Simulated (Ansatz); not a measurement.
A made-up structure of CH4NSi, doublet:

```xyz
7
angstrom
C -0.6365 0.0116 -0.7277
N -1.1003 -0.3564 0.5524
Si 0.5702 0.0742 0.7062
H 1.5659 0.8544 1.3514
H -1.2213 0.7300 -1.3016
H 1.6597 -0.9112 0.5337
H 0.8868 1.2019 1.6039
```

It is relaxed with PBE-D4/def2-SVP and then PBE0-D4/def2-TZVP (Ansatz 0.2.0). Atoms count as bonded within 1.22 times the sum of their covalent radii (H–H: 0.88 Å). The end point is not checked to be a true minimum.

Task: Does its bonding change? (Judge from chemistry; the calculation decides.)

Result: By the calculation: Yes. Formed: none; broken: N2–Si3, H4–H7.

Where it ends: The first stage lowers the energy by 5.31 eV in 27 steps. It ends as CH₄NSi ([N][CH][SiH3]):
```
7
angstrom
C -0.6905 0.1223 -0.2224
N -1.7867 0.0255 0.3375
Si 0.9042 0.3042 0.8026
H 1.5683 1.5731 0.4102
H -0.6201 0.1044 -1.3257
H 1.7991 -0.8354 0.4777
H 0.5502 0.3104 2.2385
```

Labels in which every atom is bracketed show which atoms are joined, not bond orders.

For scale, one of the runs: PBE0-D4/def2-TZVP relaxation, 123 basis functions, launched by `ansatz run in.yaml --threads 2 --pin off --events-out ev --progress --plain --max-ram 4352MiB`. Hardware: 2 CPU threads of an Arm Neoverse V1, shared host. Wall time about 19 s.
